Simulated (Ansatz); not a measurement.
Energy needed to pull apart SiH3S (SMILES [SiH2]S), doublet, into free ground-state atoms, from the structure below (displaced at random from a GFN2-xTB minimum); no zero-point or spin–orbit terms; open-shell atoms are treated unrestricted, in their ground-state multiplicity.

| atom | x (Å) | y (Å) | z (Å) |
| --- | --- | --- | --- |
| Si1 | -0.2146 | -0.7483 | -0.2809 |
| S2 | 0.2536 | 1.3269 | -0.3581 |
| H3 | -0.1777 | -1.2298 | 1.0206 |
| H4 | -1.5104 | -0.8690 | -0.9309 |
| H5 | 1.3008 | 1.2282 | 0.3383 |

Computed with Ansatz 0.2.0 (basis: def2-TZVPP); correlated methods freeze the cores; orbitals are unrestricted.

```csv
method,atomization energy (kJ/mol)
PBE-D4,?
r2SCAN-D4,1303
B97M-V,1310
PBE0-D4,1280
BHLYP-D4,?
wB97M-V,1293
HF,946
MP2,1243
CCSD,1231
CCSD(T),1247
```

Problem. What does PBE-D4 give? (An estimate is asked for; the value comes from the calculation.)

Solution. By the calculation: 1286 kJ/mol, which is about 39 kJ/mol more than CCSD(T)/def2-TZVPP.

Problem. What does BHLYP-D4 give? (Judge from chemistry; the value comes from the calculation.)

Solution. By the calculation: 1269 kJ/mol, which is about 22 kJ/mol more than CCSD(T)/def2-TZVPP.

In triple zeta the MP2 and coupled-cluster atomization energies are still short of their basis limit by a few kcal/mol a bond, whereas those of the functionals are nearly converged, so these differences are not deviations from converged CCSD(T).

No T1 diagnostic of these runs exceeds 0.016. ⟨S²⟩ of the unrestricted Hartree–Fock references: 0.76 (a pure state has 0.75).

For scale, one of the runs: CCSD(T)/def2-TZVPP forces, 126 basis functions (an equivalent command: `ansatz run in.yaml --threads 4`). Hardware: 4 CPU threads, shared host. Wall time 42 s; peak host memory 1.9 GiB.
